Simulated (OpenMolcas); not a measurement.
## BC⁺ at 1.436 Å: OpenMolcas input and output

Input (each module block was a call of its own in one work directory; start orbitals came from a preliminary run):

```
&GATEWAY
Coord
2
angstrom
C 0.0 0.0 0.0
B 0.0 0.0 1.4360
Basis=ANO-RCC-VTZP
Group=XY
RX2C
AMFI
ANGMom
0.0 0.0 0.0
RICD
&SEWARD
&GUESSORB
* RASSCF and CASPT2 blocks for each multiplicity and irrep, as for the first:
&RASSCF
FileOrb=$CurrDir/o31.orb
Symmetry=1
Spin=3
nActEl=6 0 0
Inactive=2 0
RAS2=4 4
CIRoot=6 6 1
Linear
Iterations=120 100
OrbListing=Nothing
PRWF=0.15
>>COPY $Project.RasOrb $CurrDir/o31.orb
>>COPY $Project.rasscf.h5 $CurrDir/r31.h5
&CASPT2
XMultistate=all
Imaginary=0.2
IPEA=0.25
MaxIter=40
>>COPY $Project.JobMix JOB001
&RASSI
Nr of JobIphs=5 6 1 5 6 4
1 2 3 4 5 6
1
1 2 3 4 5
1 2 3 4 5 6
1 2 3 4
SpinOrbit
EJob
Omega
MEES
MESO
Properties=4
'AngMom' 3 'Mltpl  1' 1 'Mltpl  1' 2 'Mltpl  1' 3
Thrs=1.0d-4
>>COPY $Project.rassi.h5 $CurrDir/so.h5
```

```bash
pymolcas m.inp
```

C2 symmetry about the axis (a holds Σ, Δ, Γ; b holds Π, Φ, H; Σ⁺ and Σ⁻ are not told apart); roots by multiplicity and irrep: 3a 6, 5a 1, 1a 5, 3b 6, 1b 4.

RASSI part of the output, in excerpt:

```
SPIN-FREE ENERGIES:
  (Shifted by EMIN (a.u.) =        -62.1645814286)
 SF State       Relative EMIN(au)   Rel lowest level(eV)    D:o, cm**(-1)      Abs_M
     1             0.0000000000        0.0000000000              0.0000         0.0
     7             0.0047706522        0.1298160585           1047.0371         0.0
     8             0.0343251658        0.9340353455           7533.5031         2.0
     9             0.0344160285        0.9365078434           7553.4452         2.0
    13             0.0426909034        1.1616786619           9369.5703         1.0
    14             0.0426909034        1.1616786619           9369.5703         1.0
    10             0.0525674400        1.4304329141          11537.2195         0.0
    19             0.0657458732        1.7890363506          14429.5513         1.0
    20             0.0657458732        1.7890363506          14429.5513         1.0
     2             0.0749934348        2.0406753203          16459.1565         2.0
     3             0.0750345503        2.0417941302          16468.1803         2.0
     4             0.0762468898        2.0747835679          16734.2580         0.0
    15             0.0830583583        2.2601330684          18229.2026         1.0
    16             0.0830583583        2.2601330684          18229.2026         1.0
     5             0.0989530018        2.6926483533          21717.6736         0.0
    11             0.1139358963        3.1003536827          25006.0388         0.0
    21             0.1347276020        3.6661248172          29569.2908         1.0
    22             0.1347276020        3.6661248172          29569.2908         1.0
    12             0.1444262012        3.9300371448          31697.8873         0.0
     6             0.1624591968        4.4207399524          35655.6723         0.0
    17             0.1697943061        4.6203384450          37265.5427         1.0
    18             0.1697943061        4.6203384450          37265.5427         1.0
++ Dipole transition strengths (spin-free states):
     for osc. strength at least  1.00000000E-05
      From   To        Osc. strength     Einstein coefficients Ax, Ay, Az (sec-1)    Total A (sec-1)
         1   13       1.26610066E-03  7.23227163E+04  1.81681045E+03  0.00000000E+00  7.41395268E+04
         1   14       1.26610071E-03  1.81681063E+03  7.23227188E+04  0.00000000E+00  7.41395294E+04
         1    4       1.17700342E-03  0.00000000E+00  0.00000000E+00  2.19853241E+05  2.19853241E+05
         1   15       2.13530769E-03  7.37848609E+04  3.99516805E+05  0.00000000E+00  4.73301666E+05
         1   16       2.13530766E-03  3.99516787E+05  7.37848712E+04  0.00000000E+00  4.73301658E+05
         1    6       5.05898647E-02  0.00000000E+00  0.00000000E+00  4.29005643E+07  4.29005643E+07
         1   17       7.45028664E-04  6.40820487E+05  4.93082468E+04  0.00000000E+00  6.90128734E+05
         1   18       7.45028523E-04  4.93082305E+04  6.40820372E+05  0.00000000E+00  6.90128603E+05
         8   19       9.34928049E-04  2.40195598E+04  5.63701486E+03  0.00000000E+00  2.96565747E+04
         8   20       9.34916834E-04  5.63700597E+03  2.40192130E+04  0.00000000E+00  2.96562190E+04
         8   21       6.51146952E-04  1.96336089E+05  1.45647937E+04  0.00000000E+00  2.10900882E+05
         8   22       6.51152383E-04  1.45648832E+04  1.96337758E+05  0.00000000E+00  2.10902641E+05
         9   19       9.32219053E-04  5.58824864E+03  2.38116169E+04  0.00000000E+00  2.93998655E+04
         9   20       9.32218927E-04  2.38116126E+04  5.58824893E+03  0.00000000E+00  2.93998616E+04
         9   21       6.50560100E-04  1.45253301E+04  1.95804269E+05  0.00000000E+00  2.10329599E+05
         9   22       6.50559994E-04  1.95804244E+05  1.45253203E+04  0.00000000E+00  2.10329564E+05
        13    2       7.14032654E-05  1.78092629E+02  2.21578569E+03  0.00000000E+00  2.39387832E+03
        13    3       7.14942958E-05  2.22426548E+03  1.78770367E+02  0.00000000E+00  2.40303585E+03
        13    4       9.63667756E-04  3.39866041E+04  8.77477534E+02  0.00000000E+00  3.48640816E+04
        13    5       2.36756041E-04  5.84836526E+02  2.34944605E+04  0.00000000E+00  2.40792970E+04
        13    6       5.81547727E-03  2.61410207E+06  6.61767081E+04  0.00000000E+00  2.68027878E+06
        13   17       3.48092670E-02  0.00000000E+00  0.00000000E+00  1.80684174E+07  1.80684174E+07
        13   18       4.57853648E-04  0.00000000E+00  0.00000000E+00  2.37657714E+05  2.37657714E+05
        14    2       7.14031533E-05  2.21578583E+03  1.78088730E+02  0.00000000E+00  2.39387456E+03
        14    3       7.14942428E-05  1.78769963E+02  2.22426411E+03  0.00000000E+00  2.40303407E+03
        14    4       9.63667955E-04  8.77475452E+02  3.39866133E+04  0.00000000E+00  3.48640888E+04
        14    5       2.36756116E-04  2.34944687E+04  5.84836004E+02  0.00000000E+00  2.40793047E+04
        14    6       5.81547874E-03  6.61767264E+04  2.61410273E+06  0.00000000E+00  2.68027946E+06
        14   17       4.57853652E-04  0.00000000E+00  0.00000000E+00  2.37657717E+05  2.37657717E+05
        14   18       3.48092662E-02  0.00000000E+00  0.00000000E+00  1.80684170E+07  1.80684170E+07
        10   19       5.58736700E-04  3.11502567E+03  2.75558676E+00  0.00000000E+00  3.11778126E+03
        10   20       5.58730379E-04  2.75505654E+00  3.11499093E+03  0.00000000E+00  3.11774598E+03
        10   21       6.45896902E-04  1.33729264E+05  6.35735705E+03  0.00000000E+00  1.40086621E+05
        10   22       6.45899327E-04  6.35739306E+03  1.33729753E+05  0.00000000E+00  1.40087147E+05
        10   12       4.13084170E-03  0.00000000E+00  0.00000000E+00  1.11992929E+06  1.11992929E+06
        19   11       2.62623279E-04  1.70486270E+01  1.95785426E+04  0.00000000E+00  1.95955913E+04
        19   21       4.14402134E-04  0.00000000E+00  0.00000000E+00  6.33579351E+04  6.33579351E+04
        19   22       1.45131460E-05  0.00000000E+00  0.00000000E+00  2.21891464E+03  2.21891464E+03
        19   12       3.58160020E-03  7.11764326E+05  6.29770519E+02  0.00000000E+00  7.12394097E+05
        20   11       2.62622963E-04  1.95785184E+04  1.70492156E+01  0.00000000E+00  1.95955676E+04
        20   21       1.45131419E-05  0.00000000E+00  0.00000000E+00  2.21891402E+03  2.21891402E+03
        20   22       4.14402132E-04  0.00000000E+00  0.00000000E+00  6.33579348E+04  6.33579348E+04
        20   12       3.58164230E-03  6.29906380E+02  7.11772563E+05  0.00000000E+00  7.12402469E+05
         2   15       2.13666082E-04  4.46107389E+02  4.18837330E-01  0.00000000E+00  4.46526226E+02
         2   16       2.13665807E-04  4.18863379E-01  4.46106788E+02  0.00000000E+00  4.46525651E+02
         2   17       2.13210677E-03  1.67471427E+04  5.98917893E+05  0.00000000E+00  6.15665035E+05
         2   18       2.13210738E-03  5.98918383E+05  1.67468291E+04  0.00000000E+00  6.15665212E+05
         3   15       2.12576573E-04  4.12479792E-01  4.39318777E+02  0.00000000E+00  4.39731257E+02
         3   16       2.12576673E-04  4.39318989E+02  4.12476236E-01  0.00000000E+00  4.39731466E+02
         3   17       2.13118505E-03  5.98139975E+05  1.67252191E+04  0.00000000E+00  6.14865194E+05
         3   18       2.13118405E-03  1.67251995E+04  5.98139705E+05  0.00000000E+00  6.14864905E+05
         4   15       3.21784997E-04  7.50501516E+01  4.04637105E+02  0.00000000E+00  4.79687257E+02
         4   16       3.21785117E-04  4.04637051E+02  7.50503852E+01  0.00000000E+00  4.79687436E+02
         4    6       2.74681202E-02  0.00000000E+00  0.00000000E+00  6.55961508E+06  6.55961508E+06
         4   17       7.54058446E-03  1.96748928E+06  1.52723683E+05  0.00000000E+00  2.12021297E+06
         4   18       7.54058426E-03  1.52723197E+05  1.96748971E+06  0.00000000E+00  2.12021291E+06
        15    5       6.81258547E-04  4.66795855E+03  8.62032552E+02  0.00000000E+00  5.52999110E+03
        15    6       1.23233644E-04  3.81775878E+03  2.11448719E+04  0.00000000E+00  2.49626307E+04
        15   17       4.72649691E-05  0.00000000E+00  0.00000000E+00  1.14247977E+04  1.14247977E+04
        15   18       2.52214928E-03  0.00000000E+00  0.00000000E+00  6.09649087E+05  6.09649087E+05
        16    5       6.81258704E-04  8.62032057E+02  4.66796032E+03  0.00000000E+00  5.52999238E+03
        16    6       1.23233504E-04  2.11448419E+04  3.81776038E+03  0.00000000E+00  2.49626023E+04
        16   17       2.52214929E-03  0.00000000E+00  0.00000000E+00  6.09649090E+05  6.09649090E+05
        16   18       4.72649579E-05  0.00000000E+00  0.00000000E+00  1.14247950E+04  1.14247950E+04
         5   17       1.95046959E-04  2.28300707E+03  2.91671750E+04  0.00000000E+00  3.14501821E+04
         5   18       1.95047585E-04  2.91672807E+04  2.28300227E+03  0.00000000E+00  3.14502830E+04
        11   21       1.49934410E-03  9.46427410E+02  1.98789287E+04  0.00000000E+00  2.08253561E+04
        11   22       1.49934405E-03  1.98789278E+04  9.46427582E+02  0.00000000E+00  2.08253554E+04
        21   12       7.24638573E-05  2.09064285E+02  9.93886001E+00  0.00000000E+00  2.19003145E+02
        22   12       7.24621456E-05  9.93856780E+00  2.09059404E+02  0.00000000E+00  2.18997972E+02
         6   17       3.32681137E-05  5.33498924E+01  4.16128259E+00  0.00000000E+00  5.75111750E+01
         6   18       3.32680967E-05  4.16128173E+00  5.33498639E+01  0.00000000E+00  5.75111456E+01
 Electric-quadrupole - electric-quadrupole not included
 Electric-dipole - electric-octupole not included
 Electric-dipole - magnetic-quadrupole not included
   Eigenvalues of complex Hamiltonian:
  (Shifted by EMIN (a.u.) =        -62.1645814286)
 SO State       Relative EMIN(au)   Rel lowest level(eV)    D:o, cm**(-1)      Omega
     1            -0.0000002071        0.0000000000              0.0000         0.0
     2            -0.0000000342        0.0000047057              0.0380         1.0
     3            -0.0000000342        0.0000047057              0.0380         1.0
     4             0.0047705654        0.1298193356           1047.0636         0.0
     5             0.0047705773        0.1298196594           1047.0662         1.0
     6             0.0047705773        0.1298196594           1047.0662         1.0
     7             0.0047706130        0.1298206308           1047.0740         2.0
     8             0.0047706130        0.1298206308           1047.0740         2.0
     9             0.0343250296        0.9340372738           7533.5187         2.0
    10             0.0344158910        0.9365097388           7553.4604         2.0
    11             0.0426475742        1.1605052505           9360.1061         0.0
    12             0.0426476496        1.1605073013           9360.1226         0.0
    13             0.0426907924        1.1616812792           9369.5914         1.0
    14             0.0426907924        1.1616812792           9369.5914         1.0
    15             0.0427342132        1.1628628169           9379.1211         2.0
    16             0.0427342143        1.1628628485           9379.1214         2.0
    17             0.0525676665        1.4304447140          11537.3147         0.0
    18             0.0657458929        1.7890425216          14429.6011         1.0
    19             0.0657458929        1.7890425216          14429.6011         1.0
    20             0.0749927982        2.0406636352          16459.0622         2.0
    21             0.0749927982        2.0406636352          16459.0622         2.0
    22             0.0749934154        2.0406804304          16459.1977         2.0
    23             0.0750345307        2.0417992343          16468.2214         2.0
    24             0.0750351539        2.0418161917          16468.3582         2.4
    25             0.0750351539        2.0418161917          16468.3582         2.4
    26             0.0762467534        2.0747854926          16734.2736         1.0
    27             0.0762467534        2.0747854926          16734.2736         1.0
    28             0.0762468823        2.0747890016          16734.3019         0.0
    29             0.0830195101        2.2590815925          18220.7218         2.0
    30             0.0830195103        2.2590815979          18220.7219         2.0
    31             0.0830583511        2.2601385100          18229.2465         1.0
    32             0.0830583511        2.2601385100          18229.2465         1.0
    33             0.0830972170        2.2611961054          18237.7765         0.0
    34             0.0830972999        2.2611983609          18237.7947         0.0
    35             0.0989528818        2.6926507235          21717.6927         0.0
    36             0.0989532602        2.6926610217          21717.7758         1.0
    37             0.0989532602        2.6926610217          21717.7758         1.0
    38             0.1139361765        3.1003669418          25006.1458         0.0
    39             0.1347276583        3.6661319848          29569.3486         1.0
    40             0.1347276583        3.6661319848          29569.3486         1.0
    41             0.1444259244        3.9300352504          31697.8720         0.0
    42             0.1624592195        4.4207462071          35655.7228         1.0
    43             0.1624592195        4.4207462071          35655.7228         1.0
    44             0.1624592525        4.4207471053          35655.7300         0.0
    45             0.1697353083        4.6187386699          37252.6397         0.0
    46             0.1697355833        4.6187461531          37252.7000         0.0
    47             0.1697943456        4.6203451586          37265.5969         1.0
    48             0.1697943456        4.6203451586          37265.5969         1.0
    49             0.1698533589        4.6219509904          37278.5488         2.0
    50             0.1698533589        4.6219509903          37278.5488
```

Only roots inside an energy window near the equilibrium distance were included, so the list of states is not complete; labels number the states computed. Each spin and symmetry block has orbitals of its own, averaged over its own roots, so gaps between blocks are less sure than gaps within one and near the minimum can be off by tenths of an eV, in bad cases by more. No Rydberg orbitals are active, so Rydberg states, and σ→σ* states whose orbital the CASSCF left unused, can be missing between those listed. CASPT2 splits the two components of degenerate states numerically, here by up to 20 cm⁻¹. No roots were computed in block 5b (none fell in the window or the block failed), so states of that kind are missing and can lie low or lowest.
